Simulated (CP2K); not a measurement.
# C2F3N (SMILES N#CC(F)(F)F) at PM3

Aim: the vertical ionisation energy of C2F3N at PM3, from 2 runs. 

The results are computed with CP2K 2026.2.

2 further runs of the same task are left out: 2 that didn't finish.

## (1) The structure to begin with

C2F3N: 6 atoms, total charge 0, spin state singlet. SMILES: `N#CC(F)(F)F`. Geometry: relaxed at PBE0-D4/def2-TZVP.

Bond lengths: N1–C2 1.146 Å, C2–C3 1.481 Å, C3–F4 1.326 Å, C3–F5 1.326 Å, C3–F6 1.326 Å. Angles: N1–C2–C3 180.0°, C2–C3–F4 110.1°, C2–C3–F5 110.1°, C2–C3–F6 110.1°, F4–C3–F5 108.8°, F4–C3–F6 108.8°, F5–C3–F6 108.8°.

## (2) The energy at PM3

Input file molecule.inp:

```
&GLOBAL
  PROJECT_NAME molecule
  RUN_TYPE ENERGY
  PRINT_LEVEL MEDIUM
&END GLOBAL

&FORCE_EVAL
  METHOD Quickstep
  &DFT
    CHARGE 0
    MULTIPLICITY 1
    &QS
      METHOD PM3
      EPS_DEFAULT 1.0E-10
      &SE
        &COULOMB
          CUTOFF [angstrom] 50
          RC_RANGE [angstrom] 0
        &END COULOMB
        &EXCHANGE
          CUTOFF [angstrom] 50
          RC_RANGE [angstrom] 0
        &END EXCHANGE
      &END SE
    &END QS
    &POISSON
      PERIODIC NONE
      POISSON_SOLVER ANALYTIC
    &END POISSON
    # self-consistent field
    &SCF
      SCF_GUESS ATOMIC
      EPS_SCF 1.0E-06
      MAX_SCF 50
      &OT ON
        MINIMIZER DIIS
        PRECONDITIONER FULL_ALL
      &END OT
      &OUTER_SCF
        EPS_SCF 1.0E-06
        MAX_SCF 8
      &END OUTER_SCF
    &END SCF
    &PRINT
      &MOMENTS
        PERIODIC F
        REFERENCE COM
        MAX_MOMENT 1
      &END MOMENTS
      &MO_CUBES
        NLUMO 1
        NHOMO -1
        WRITE_CUBE F
      &END MO_CUBES
      &HIRSHFELD OFF
      &END HIRSHFELD
    &END PRINT
  &END DFT
  # structure
  &SUBSYS
    # vacuum box
    &CELL
      ABC [angstrom] 18.3 18.9 18
      PERIODIC NONE
    &END CELL
    &COORD
      UNIT bohr
      N      1.9314891    -3.2221720     1.6884703
      C      0.9187848    -1.5318120     0.7895276
      C     -0.3900395     0.6530893    -0.3726540
      F     -2.4868796    -0.1054467    -1.5161273
      F      1.0988757     1.7517761    -2.0626361
      F     -0.9924842     2.3334338     1.3863031
    &END COORD
    &TOPOLOGY
      &CENTER_COORDINATES
      &END CENTER_COORDINATES
    &END TOPOLOGY
  &END SUBSYS
&END FORCE_EVAL
```

Command:

```console
$ OMP_NUM_THREADS=1 cp2k.psmp -i molecule.inp > molecule.out 2>&1
```

Log, cut to the lines that bear on the results:

```text
CP2K| version string:                                       CP2K version 2026.2
[...]
 GLOBAL| Method name                                                        CP2K
[...]
 GLOBAL| Run type                                                         ENERGY
[...]
                             - Atoms:                                          6
[...]
                             - Spherical basis functions:                     24
[...]
 Number of electrons:                                                         34
[...]
     1 OT DIIS     0.15E+00    0.0     0.41286222       -58.0576141904 -5.81E+01
[...]
     5 OT DIIS     0.15E+00    0.0     0.00000023       -63.1957173784 -2.48E-10
  *** SCF run converged in     5 steps ***
  Core-core repulsion energy [eV]:                           2787.51639551309063
  Core Hamiltonian energy [eV]:                             -2924.57032374711116
  Two-electron integral energy [eV]:                        -3165.17799087762751
  Electronic energy [eV]:                                   -4507.15931918592560
  Total energy [eV]:                                        -1719.64292367283451
  Atomic reference energy [eV]:                              1714.80368585603355
  Heat of formation [kcal/mol]:                              -111.59548398596419
[...]
 SE_DIPOLE| Moment [Debye]          0.36273356      -0.60541936       0.32226959
 SE_DIPOLE| Derivative [a.u.]       0.00000000       0.00000000       0.00000000
 *** WARNING in qs_scf_post_se.F:140 :: Printing of MO cube files not ***
 *** implemented for Semi-Empirical method.                           ***
 ENERGY| Total FORCE_EVAL ( QS ) energy [hartree]            -63.195717378353940
[...]
```

Wall time 1.2 s (1 thread of Intel Xeon 6975P-C (Granite Rapids), shared host); peak memory 0.23 GiB.

## (3) The doublet cation, same level

Input file qs.inp:

```
&GLOBAL
    PROJECT_NAME qs
    RUN_TYPE ENERGY
    PRINT_LEVEL MEDIUM
&END GLOBAL

&FORCE_EVAL
    METHOD QS
    &DFT
        CHARGE 1
        MULTIPLICITY 2
        SPIN_POLARIZED T
        ! Quickstep
        &QS
            METHOD PM3
            EPS_DEFAULT 1.0E-10
            &SE
                &COULOMB
                    CUTOFF [angstrom] 50
                    RC_RANGE [angstrom] 0
                &END COULOMB
                &EXCHANGE
                    CUTOFF [angstrom] 50
                    RC_RANGE [angstrom] 0
                &END EXCHANGE
            &END SE
        &END QS
        ! isolated system
        &POISSON
            PERIODIC NONE
            POISSON_SOLVER ANALYTIC
        &END POISSON
        &SCF
            SCF_GUESS ATOMIC
            EPS_SCF 1.0E-06
            MAX_SCF 50
            &OT
                MINIMIZER DIIS
                PRECONDITIONER FULL_ALL
            &END OT
            &OUTER_SCF
                EPS_SCF 1.0E-06
                MAX_SCF 8
            &END OUTER_SCF
        &END SCF
        &PRINT
            &MOMENTS
                PERIODIC F
                REFERENCE COM
                MAX_MOMENT 1
            &END MOMENTS
            &MO_CUBES
                NLUMO 1
                NHOMO -1
                WRITE_CUBE F
            &END MO_CUBES
            &HIRSHFELD OFF
            &END HIRSHFELD
        &END PRINT
    &END DFT
    ! structure
    &SUBSYS
        &CELL
            ABC 18.3 18.9 18
            PERIODIC NONE
        &END CELL
        &COORD
            UNIT bohr
            N      1.9314891    -3.2221720     1.6884703
            C      0.9187848    -1.5318120     0.7895276
            C     -0.3900395     0.6530893    -0.3726540
            F     -2.4868796    -0.1054467    -1.5161273
            F      1.0988757     1.7517761    -2.0626361
            F     -0.9924842     2.3334338     1.3863031
        &END COORD
        &TOPOLOGY
            &CENTER_COORDINATES
            &END CENTER_COORDINATES
        &END TOPOLOGY
    &END SUBSYS
&END FORCE_EVAL
```

Command:

```console
$ OMP_NUM_THREADS=1 cp2k.psmp qs.inp > qs.out
```

Log, cut to the lines that bear on the results:

```text
CP2K| version string:                                       CP2K version 2026.2
[...]
 GLOBAL| Method name                                                        CP2K
[...]
 GLOBAL| Run type                                                         ENERGY
[...]
                             - Atoms:                                          6
[...]
                             - Spherical basis functions:                     24
[...]
 Number of electrons:                                                         17
[...]
     1 OT DIIS     0.15E+00    0.0     0.20937113       -57.6533771324 -5.77E+01
[...]
     7 OT DIIS     0.15E+00    0.0     0.00000089       -62.7233991348 -6.65E-10
  *** SCF run converged in     7 steps ***
  Core-core repulsion energy [eV]:                           2787.51639551309063
  Core Hamiltonian energy [eV]:                             -2871.59782394983768
  Two-electron integral energy [eV]:                        -3245.41812441806633
  Electronic energy [eV]:                                   -4494.30688615887084
  Total energy [eV]:                                        -1706.79049064578044
  Atomic reference energy [eV]:                              1714.80368585603355
  Heat of formation [kcal/mol]:                               184.78868607315727
[...]
 SE_DIPOLE| Moment [Debye]         -4.46433864       7.45233213      -3.96332619
 SE_DIPOLE| Derivative [a.u.]       0.00000000       0.00000000       0.00000000
 *** WARNING in qs_scf_post_se.F:140 :: Printing of MO cube files not ***
 *** implemented for Semi-Empirical method.                           ***
 ENERGY| Total FORCE_EVAL ( QS ) energy [hartree]            -62.723399134827439
[...]
```

It took 1.5 s on 1 thread of Intel Xeon 6975P-C (Granite Rapids), shared host; peak memory 0.23 GiB.

## (4) What came out

Level: PM3.

```
                                          quantity            value
                       singlet C2F3N: total energy     -63.19572 Eh
                      singlet C2F3N: dipole moment           0.78 D
                  singlet C2F3N: heat of formation  -111.6 kcal/mol
                      doublet cation: total energy     -62.72340 Eh
                 doublet cation: heat of formation   184.8 kcal/mol
vertical ionisation energy (to the doublet cation)        12.852 eV
```

**Reading.** Removing an electron at fixed nuclei costs 12.85 eV (296 kcal/mol).
